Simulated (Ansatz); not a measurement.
C2H7NO, SMILES `NCCO`: measurement beside calculation (Ansatz, PBE0-D4/def2-TZVP geometry).

```xyz
11

N    -0.829   -0.893   -0.905
C    -0.292    0.423   -0.610
C     0.808    0.309    0.413
O     0.229   -0.158    1.620
H    -1.169   -1.308   -0.045
H    -1.615   -0.828   -1.539
H     0.133    0.850   -1.524
H    -1.038    1.139   -0.231
H     1.566   -0.395    0.045
H     1.280    1.290    0.561
H     0.929   -0.429    2.215
```

Measured: 14508.73 ± 0.1 MHz (A, ground electronic state, rotational spectroscopy (quoted from earlier experiment)); 5546.46 ± 0.04 MHz (B, ground electronic state, rotational spectroscopy (quoted from earlier experiment)); 4570.46 ± 0.03 MHz (C, ground electronic state, rotational spectroscopy (quoted from earlier experiment)). Source: Experimental and computational study of ethanolamine ices at astrochemical conditions, 2024 (arxiv:2409.01307).

```csv
constant,measured (MHz),computed (MHz),error (%)
A,14509,15301,5.5
B,5546,5456,-1.6
C,4570,4549,-0.5
```

Computed constants are equilibrium values for the main isotopes; measured ground-state ones include zero-point motion, which usually lowers them by up to about 1 %.
